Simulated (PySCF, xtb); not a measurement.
Bonds broken one at a time in the series C CH3-H. Isolated molecules, 0 K electronic values unless said otherwise. Strings in code marks are SMILES.

Quantity: homolytic bond dissociation enthalpy at 298 K (no spin–orbit term), in kJ/mol. Enthalpy corrections at 298 K come from GFN2-xTB frequencies (xtb).

Level 1: M06-2X/6-31G* // B3LYP-D3(BJ)/def2-TZVP (PySCF)
Level 2: PBE/6-31G* // B3LYP-D3(BJ)/def2-TZVP (PySCF)
Level 3: frozen-core MP2/6-31G* // B3LYP-D3(BJ)/def2-TZVP (PySCF)
Level 4: HF/6-31G* // B3LYP-D3(BJ)/def2-TZVP (PySCF)

| species | level 1 | level 2 | level 3 | level 4 |
|---|---|---|---|---|
| C–C bond of `CCC`, giving `[CH2]C` and `[CH3]` | 389.7 | 378.8 | 378.7 | 252.4 |
| C–C bond of `CC(C)(C)C`, giving `C[C](C)C` and `[CH3]` | 377.1 | 350.3 | 374.9 | 236.2 |
